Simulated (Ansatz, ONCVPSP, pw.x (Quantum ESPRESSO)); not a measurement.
# W (Z = 74) (fcc): variants of one ONCV potential in the solid

| Quantity | Value |
| --- | --- |
| Element | tungsten |
| Generator | ONCVPSP 4.0.1.1 (patched build) |
| Type | optimised norm-conserving Vanderbilt (ONCV) |
| Functional | PBEsol |
| Relativity | scalar-relativistic |
| Frozen core | [Kr] 4d10 4f14 |
| Valence charge | 14 |
| Reference configuration | 5s2 5p6 5d4.5 6s1.5 |
| Partial waves | 5s+6s: rc 1.55 bohr, ncon 3, nbas 7, qcut 6.6 1/bohr, 2 projectors; 5p: rc 1.50 bohr, ncon 3, nbas 6, qcut 7.8 1/bohr, 2 projectors, debl 1.4 Ha; 5d: rc 2.80 bohr, ncon 4, nbas 8, qcut 5.1 1/bohr, 2 projectors, debl 3 Ha |
| Local potential | polynomial inside 1.15 bohr (lpopt 4, dvloc0 0 Ha) |
| Core correction | none |

In the p channel the program set the typed energies aside and used -1.554, 0.250 Ha.

Crystal test: fcc W in pw.x 7.5, no spin, 14³ k-points, Fermi–Dirac smearing 0.01 Ry, cutoffs set for each file from its atomic test. The reference is all-electron LAPW (Ansatz 0.2.0) with the same functional, mesh and smearing; V0 and B0 come from Birch–Murnaghan fits to the pressures at five volumes. Errors are pseudo minus all-electron; Δ is the rms difference of the E(V) curves that follow from these fits, minima aligned, over ±6 % about the mean V0. Mesh and smearing are coarse, so the numbers serve the comparison and aren't converged zero-temperature values; the lattice is a test structure that the element need not adopt.

All-electron: a0 = 4.000 Å (V0 = 16.00 Å³/atom), B0 = 298.8 GPa.

Base: The largest radius (2.80 bohr) exceeds half the bond length (2.67 bohr), so the spheres overlap, which is one possible source of error among others.

1 further variants are left out: they gave no file fit for a test, a broken result, the same result as the base, or pressures whose basis-set error rivals the error shown.

| change | cutoffs (Ry) | pw.x | a0 (Å) | a0 error (%) | B0 error (%) | Δ (meV/atom) | mean pressure error (GPa) |
| --- | --- | --- | --- | --- | --- | --- | --- |
| base | 65/260 | converged; energies reset by the program | 3.988 | -0.29 | -1.3 | 9.3 | -2.63 |
| p: rc 1.9 | 50/200 | converged; energies reset by the program | 3.988 | -0.31 | -1.2 | 9.9 | -2.81 |
| all radii scaled by about 1.15 (s 1.78, p 1.72, d 3.20 bohr); local potential polynomial inside 1.32 bohr (lpopt 4, dvloc0 0 Ha) | 55/220 | converged; energies reset by the program | 3.993 | -0.18 | -2.9 | 5.7 | -1.62 |
| core correction Teter function, fcfact 1.75, rcfact 1.5 | 65/260 | converged; energies reset by the program | 3.988 | -0.30 | -1.4 | 9.5 | -2.70 |

Problem. Give the row for: d: nbas 9.

Solution. pw.x: converged; energies reset by the program; mean pressure error (GPa): -2.57; a0 (Å): 3.989; a0 error (%): -0.29; B0 error (%): -1.4; Δ (meV/atom): 9.1.
